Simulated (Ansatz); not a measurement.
# C2HCl2F: basis-set convergence

One table from this session's results is given with a row withheld; the runs are named, their logs left out.

Computed with Ansatz 0.2.0, Gaussian basis. Level: one geometry, several basis sets.

The runs, in order: PBE0-D4/def2-SVP; ωB97M-V/def2-SVP; PBE0-D4/def2-QZVPP; ωB97M-V/def2-QZVPP; the functionals' def2-TZVPP values are taken from earlier runs.

### The geometry

The geometry comes from an earlier relaxation with PBE0-D4 in a triple-zeta def2 set; it is a stationary point.

SMILES `FC=C(Cl)Cl`, 6 atoms, charge 0, spin multiplicity 1.

Atoms are counted from 1 here; the program's logs count them from 0.

Bond lengths: F1–C2 1.325 Å, C2–C3 1.326 Å, C2–H6 1.082 Å, C3–Cl4 1.703 Å, C3–Cl5 1.711 Å. Angles: F1–C2–C3 121.8°, F1–C2–H6 114.8°, C3–C2–H6 123.4°, C2–C3–Cl4 122.7°, C2–C3–Cl5 120.1°, Cl4–C3–Cl5 117.1°.

As a file:

```xyz
6

F     0.3698   -1.4535    1.0166
C     0.3352   -0.1837    0.6391
C    -0.2495    0.1939   -0.4899
Cl   -1.0027   -0.9071   -1.5493
Cl   -0.2696    1.8451   -0.9367
H     0.8168    0.5053    1.3201
```

Set-up of the first run:

The input, in.yaml:

```yaml
crystal:
  periodic: [false, false, false]
  atoms:
    - {symbol: F, position_ang: [0.369818, -1.453511, 1.016624]}
    - {symbol: C, position_ang: [0.335196, -0.183694, 0.639137]}
    - {symbol: C, position_ang: [-0.249498, 0.193870, -0.489926]}
    - {symbol: Cl, position_ang: [-1.002742, -0.907113, -1.549257]}
    - {symbol: Cl, position_ang: [-0.269601, 1.845147, -0.936707]}
    - {symbol: H, position_ang: [0.816836, 0.505301, 1.320128]}
basis:
  gaussian: {orbitals: def2-SVP}
hamiltonian: {xc: pbe0, dispersion: d4}
output: {orbitals: {seedname: orbitals}}
```

The run is started by

```sh
ansatz run in.yaml --threads 4 --pin off --events-out ev --progress --plain --max-ram 10444MiB
```

Steps of the session up to this table: PBE0-D4 in def2-SVP; ωB97M-V in def2-SVP; PBE0-D4 in def2-QZVPP; ωB97M-V in def2-QZVPP.

One table of the session follows, with a row left open; its other results are not shown here.

It belongs to the step «Functionals by basis». 

| functional | basis | HOMO (eV) | LUMO (eV) |
| --- | --- | --- | --- |
| PBE0-D4 | def2-SVP | -7.26 | -0.16 |
| PBE0-D4 | def2-TZVPP | ? | ? |
| PBE0-D4 | def2-QZVPP | -7.44 | -0.54 |
| ωB97M-V | def2-SVP | -9.39 | 2.12 |
| ωB97M-V | def2-TZVPP | -9.56 | 1.75 |
| ωB97M-V | def2-QZVPP | -9.61 | 1.57 |

Q: Estimate the row for PBE0-D4, def2-TZVPP from the others.

As computed: HOMO (eV): -7.39; LUMO (eV): -0.43. In the column «HOMO (eV)» it lies between PBE0-D4, def2-QZVPP (-7.44) and PBE0-D4, def2-SVP (-7.26).
